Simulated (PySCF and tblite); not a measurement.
The numbers below are computed, except where a source is named.
C5H9N, numbered as in [CH3:1][CH2:2][CH2:3][CH2:4][C:5]#[N:6].

Conformers came from 90 starts (ETKDG and KDG, MMFF94s, GFN2-xTB); geometries are PBE0-D3(BJ)/def2-SVP. Energies: PBE0-D3(BJ)/def2-TZVP (IEF-PCM, chloroform), with GFN2-xTB thermal terms (modes under about 100 cm⁻¹ blended into free rotors). Symmetry numbers and mirror images are counted. Conformers within 3 kcal/mol (GFN2-xTB free energy) were kept, 8 at most. Run with PySCF (density fitting) and tblite.

An NOE distance is ⟨r⁻⁶⟩^(−1/6) over all pairs of like atoms and, for the average, over conformers.

Torsions listed: C1–C2–C3–C4, C2–C3–C4–C5. Of a mirror pair one member is shown.

| conformer | shape | weight % |
| --- | --- | --- |
| 1 | 180°, -63° | 41.5 |
| 2 | 180°, 180° | 23.3 |
| 3 | -62°, -59° | 17.8 |
| 4 | 64°, 178° | 15.3 |

Not shown: 1 more, 2.2 % in all.

Which H–H contacts under 3.5 Å would NOEs report (pairs on one atom left out) at 298.15 K?


```
     pair  in 1 (Å)  in 2 (Å)  in 3 (Å)  in 4 (Å)  average (Å)
H3 ··· H4      2.57      2.71      2.56      2.71         2.62
H1 ··· H2      2.63      2.63      2.63      2.63         2.63
H2 ··· H3      2.70      2.70      2.55      2.56         2.64
H2 ··· H4      3.03      2.73      3.67      3.04         2.99
H1 ··· H3      2.94      2.94      3.25      3.24         3.03
```

Longer pairs under the limit may be missing.

In a model where alignment follows shape alone (order matrix 0.0005 × (3G/tr G − 1)/2, G the second moments of the atom positions; splitting J + 2D), what are the one-bond C–H dipolar couplings D?

H1 0.9 Hz (1.5 in conformer 1), H2 2.5 Hz (2.7 in conformer 1), H3 2.6 Hz (2.8 in conformer 1), H4 2.0 Hz (1.7 in conformer 1).
